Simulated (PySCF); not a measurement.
H₂P, SMILES [PH2], multiplicity 2. Atoms are numbered in the order given.

```xyz
3

P      0.0000     0.0000     0.1160
H      0.0000    -1.0212    -0.8702
H      0.0000     1.0212    -0.8702
```
Charge 0, spin multiplicity 2.

Coordinates come from a ωB97X-D3(BJ)/def2-TZVPD optimisation. The isomer is the one that the SMILES or the coordinates give; other isomers of the formula were not compared.

Computed with ωB97X-D3(BJ)/def2-TZVPD in PySCF.

Frequencies are harmonic and unscaled.

Q: Give all harmonic wavenumbers and intensities. (The exact figures need the calculation; the answer reports its results.)

A: 
```tsv
mode	ν (cm⁻¹)	IR (km/mol)	moving atoms (share of kinetic energy)
1	1138	19.9	H 97 %
2	2432	52.7	H 97 %
3	2439	66.9	H 97 %
```
